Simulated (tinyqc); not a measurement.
A ladder of methods, and size consistency: correlation methods against full CI in the sto-3g basis, for H2O, spin multiplicity 1. Computed by the program tinyqc with PySCF. 

Geometry (angstrom):
```
atom,x,y,z
O,0.0000,0.0000,0.0000
H,0.0000,0.8190,0.6460
H,0.0000,-0.8860,0.6990
```

RHF energy of one = -74.944723 hartree

All electrons correlated; +Q is the Davidson correction (1 - c0^2) E_corr. The last columns treat two copies 100 angstrom apart as one system. FCI is the lowest singlet.

Correlation energies (hartree):
```
method,E_corr of one,share of FCI (%),E_corr of two at 100 angstrom,two minus twice one (mhartree)
MP2,-0.047821,69.4862,-0.095643,0.0000
CISD,-0.067215,97.6661,-0.129107,5.3234
CISD+Q,-0.070111,101.8730,-0.138914,1.3072
CCSD,-0.068618,99.7044,-0.137236,0.0000
CCSD(T),-0.068712,99.8411,-0.137424,0.0000
FCI,-0.068822,100.0000,-,-
```

MP2 recovers 69 %, CISD 97.7 % and CCSD 99.7 % of the FCI value (c0^2 = 0.957 in CISD). MP2 and coupled cluster are size consistent, so their last column vanishes; CISD loses 5.32 mhartree, since a double excitation on each copy is a quadruple of the pair, and the Davidson correction leaves +1.31.
